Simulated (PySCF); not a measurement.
# A workflow on SiH2SCl (SMILES S[SiH]Cl)

We compute the energy along one coordinate (USVWN5/6-311+G*), then the energy along one coordinate (UMP2/pcSseg-1) of SiH2SCl. 

Program for the calculation: PySCF 2.14.0.

## 1. The molecule

SiH2SCl: 5 atoms, total charge 0, spin state doublet. As SMILES, `S[SiH]Cl`. Geometry: relaxed at PBE0-D4/def2-TZVP. This is one conformer, not always the lowest.

Bond lengths: S1–Si2 2.132 Å, Si2–Cl3 2.053 Å, S1–H4 1.346 Å, Si2–H5 1.494 Å. Angles: S1–Si2–Cl3 106.0°, S1–Si2–H5 111.3°, Cl3–Si2–H5 107.7°, Si2–S1–H4 92.6°.

## 2. An energy scan at USVWN5/6-311+G(d) (density fitting with def2-universal-jkfit) (run 1)

Contents of run.py:

```python
import numpy
from pyscf import gto, dft
from scipy.spatial.transform import Rotation

mol = gto.M(
    atom=[
    ('S', (-1.489500, 0.144700, -0.110400)),
    ('Si', (0.633500, 0.085900, -0.296400)),
    ('Cl', (1.324100, 1.826800, 0.545500)),
    ('H', (-1.633000, -1.077000, -0.655900)),
    ('H', (1.214800, -1.053900, 0.475800)),
],
    max_memory=1860,
    basis='6-311+g*',
    verbose=3,
    spin=1,
    charge=0,
)

x0 = mol.atom_coords(unit='angstrom')
axis = x0[0] - x0[1]
r0 = -177.336  # dihedral 3-2-1-4 of the start, degrees
axis /= numpy.linalg.norm(axis)

scan, good = [], []
for r in [0, 40, 80, 120, 160, 200, 240, 280, 320]:
    xyz = x0.copy()
    xyz[[0, 3]] = Rotation.from_rotvec(axis * numpy.radians(r - r0)).apply(x0[[0, 3]] - x0[0]) + x0[0]
    mol.set_geom_(xyz, unit='angstrom')
    ks = dft.UKS(mol, xc='svwn')
    ks = ks.density_fit(auxbasis='def2-universal-jkfit')
    ks.kernel()
    if not ks.converged:
        ks = ks.newton().run(ks.mo_coeff, ks.mo_occ)
    e_tot = ks.e_tot
    scan.append((r, e_tot))
    good.append(ks.converged)
    print('dihedral = %.1f deg   E = %.8f Eh   converged: %s' % (r, e_tot, good[-1]))

e0 = min(e for r, e in scan)
print('angle   E - Emin (kcal/mol)')
for r, e in scan:
    print('%6.3f %10.3f' % (r, (e - e0) * 627.5095))
```

The run is started by

```
$ OMP_NUM_THREADS=1 python run.py
```

Standard output:

```text
converged SCF energy = -1145.12498257252  <S^2> = 0.75097353  2S+1 = 2.0009733
dihedral = 0.0 deg   E = -1145.12498257 Eh   converged: True

converged SCF energy = -1145.12722538189  <S^2> = 0.75091929  2S+1 = 2.0009191
dihedral = 40.0 deg   E = -1145.12722538 Eh   converged: True

converged SCF energy = -1145.12642158503  <S^2> = 0.75094955  2S+1 = 2.0009493
dihedral = 80.0 deg   E = -1145.12642159 Eh   converged: True

converged SCF energy = -1145.12475873066  <S^2> = 0.75100846  2S+1 = 2.0010082
dihedral = 120.0 deg   E = -1145.12475873 Eh   converged: True

converged SCF energy = -1145.12623390662  <S^2> = 0.75098177  2S+1 = 2.0009815
dihedral = 160.0 deg   E = -1145.12623391 Eh   converged: True

converged SCF energy = -1145.12655403293  <S^2> = 0.75095128  2S+1 = 2.0009511
dihedral = 200.0 deg   E = -1145.12655403 Eh   converged: True

converged SCF energy = -1145.12458577193  <S^2> = 0.75093581  2S+1 = 2.0009356
dihedral = 240.0 deg   E = -1145.12458577 Eh   converged: True

converged SCF energy = -1145.12290073781  <S^2> = 0.75106866  2S+1 = 2.0010684
dihedral = 280.0 deg   E = -1145.12290074 Eh   converged: True

converged SCF energy = -1145.12382934725  <S^2> = 0.75103721  2S+1 = 2.0010369
dihedral = 320.0 deg   E = -1145.12382935 Eh   converged: True
angle   E - Emin (kcal/mol)
 0.000      1.407
40.000      0.000
80.000      0.504
120.000      1.548
160.000      0.622
200.000      0.421
240.000      1.656
280.000      2.714
320.000      2.131
```

It took 60 s on 1 thread of Arm Neoverse V2, shared host; peak memory 0.23 GiB.

The scan, from its lowest point:

```csv
Cl3–Si2–S1–H4 (°),energy (kJ/mol)
0.000,5.9
40.000,0.0
80.000,2.1
120.000,6.5
160.000,2.6
200.000,1.8
240.000,6.9
280.000,11.4
320.000,8.9
```

## 3. An energy scan at UMP2/pcSseg-1 (run 2)

Contents of job.py:

```python
# S[SiH]Cl
import numpy
from pyscf import gto, mp
from scipy.spatial.transform import Rotation

molecule = gto.M(
    atom='''
S       -1.489500       0.144700      -0.110400
Si       0.633500       0.085900      -0.296400
Cl       1.324100       1.826800       0.545500
H       -1.633000      -1.077000      -0.655900
H        1.214800      -1.053900       0.475800
''',
    verbose=3,
    basis='pcsseg-1',
    spin=1,
    max_memory=1860,
)

x0 = molecule.atom_coords(unit='angstrom')
axis = x0[0] - x0[1]
r0 = -177.336  # dihedral 3-2-1-4 of the start, degrees
axis /= numpy.linalg.norm(axis)
dm = None
scan, good = [], []
for r in [0, 40, 80, 120, 160, 200, 240, 280, 320]:
    xyz = x0.copy()
    xyz[[0, 3]] = Rotation.from_rotvec(axis * numpy.radians(r - r0)).apply(x0[[0, 3]] - x0[0]) + x0[0]
    molecule.set_geom_(xyz, unit='angstrom')
    myscf = molecule.UHF()
    myscf.max_cycle = 100
    myscf.kernel(dm0=dm)
    if not myscf.converged:
        myscf = myscf.newton().run(myscf.mo_coeff, myscf.mo_occ)
    dm = myscf.make_rdm1()
    pt = mp.MP2(myscf, frozen=15).run()
    energy = pt.e_tot
    scan.append((r, energy))
    good.append(myscf.converged)
    print('dihedral = %.1f deg   E = %.8f Eh   converged: %s' % (r, energy, good[-1]))

e0 = min(e for r, e in scan)
print('angle   E - Emin (kcal/mol)')
for r, e in scan:
    print('%6.3f %10.3f' % (r, (e - e0) * 627.5095))
```

The run is started by

```
$ OMP_NUM_THREADS=1 python job.py
```

Standard output:

```text
converged SCF energy = -1147.09081173425  <S^2> = 0.75451971  2S+1 = 2.0045146
E(UMP2) = -1147.4381173163  E_corr = -0.347305582050477
E(SCS-UMP2) = -1147.43300139459  E_corr = -0.342189660336583
dihedral = 0.0 deg   E = -1147.43811732 Eh   converged: True
converged SCF energy = -1147.0928157721  <S^2> = 0.75493715  2S+1 = 2.0049311
E(UMP2) = -1147.44026670413  E_corr = -0.347450932028209
E(SCS-UMP2) = -1147.43512923621  E_corr = -0.342313464103294
dihedral = 40.0 deg   E = -1147.44026670 Eh   converged: True
converged SCF energy = -1147.09268108694  <S^2> = 0.75415844  2S+1 = 2.0041541
E(UMP2) = -1147.44000628975  E_corr = -0.347325202801875
E(SCS-UMP2) = -1147.43483160137  E_corr = -0.342150514427416
dihedral = 80.0 deg   E = -1147.44000629 Eh   converged: True
converged SCF energy = -1147.09117156454  <S^2> = 0.7538906  2S+1 = 2.0038868
E(UMP2) = -1147.43846994069  E_corr = -0.347298376145625
E(SCS-UMP2) = -1147.43333034399  E_corr = -0.342158779447602
dihedral = 120.0 deg   E = -1147.43846994 Eh   converged: True
converged SCF energy = -1147.09236354506  <S^2> = 0.75477268  2S+1 = 2.004767
E(UMP2) = -1147.4394860278  E_corr = -0.347122482737661
E(SCS-UMP2) = -1147.43446533342  E_corr = -0.342101788357525
dihedral = 160.0 deg   E = -1147.43948603 Eh   converged: True
converged SCF energy = -1147.09246717927  <S^2> = 0.75502618  2S+1 = 2.0050199
E(UMP2) = -1147.4396731329  E_corr = -0.347205953631154
E(SCS-UMP2) = -1147.43466367972  E_corr = -0.342196500453694
dihedral = 200.0 deg   E = -1147.43967313 Eh   converged: True
converged SCF energy = -1147.09068810019  <S^2> = 0.75383044  2S+1 = 2.0038268
E(UMP2) = -1147.43795692075  E_corr = -0.347268820562313
E(SCS-UMP2) = -1147.43284806518  E_corr = -0.342159964986819
dihedral = 240.0 deg   E = -1147.43795692 Eh   converged: True
converged SCF energy = -1147.09093095161  <S^2> = 0.75309171  2S+1 = 2.0030893
E(UMP2) = -1147.43771622677  E_corr = -0.34678527515748
E(SCS-UMP2) = -1147.43254638486  E_corr = -0.34161543325338
dihedral = 280.0 deg   E = -1147.43771623 Eh   converged: True
converged SCF energy = -1147.09119461199  <S^2> = 0.7534807  2S+1 = 2.0034777
E(UMP2) = -1147.43804243811  E_corr = -0.346847826120624
E(SCS-UMP2) = -1147.43289154414  E_corr = -0.34169693214408
dihedral = 320.0 deg   E = -1147.43804244 Eh   converged: True
angle   E - Emin (kcal/mol)
 0.000      1.349
40.000      0.000
80.000      0.163
120.000      1.127
160.000      0.490
200.000      0.372
240.000      1.449
280.000      1.600
320.000      1.396
```

Wall time 13 s (1 thread of Arm Neoverse V2, shared host); peak memory 0.24 GiB.

The scan, from its lowest point:

```
Cl3–Si2–S1–H4 (°)  energy (kJ/mol)
            0.000              5.6
           40.000              0.0
           80.000              0.7
          120.000              4.7
          160.000              2.0
          200.000              1.6
          240.000              6.1
          280.000              6.7
          320.000              5.8
```
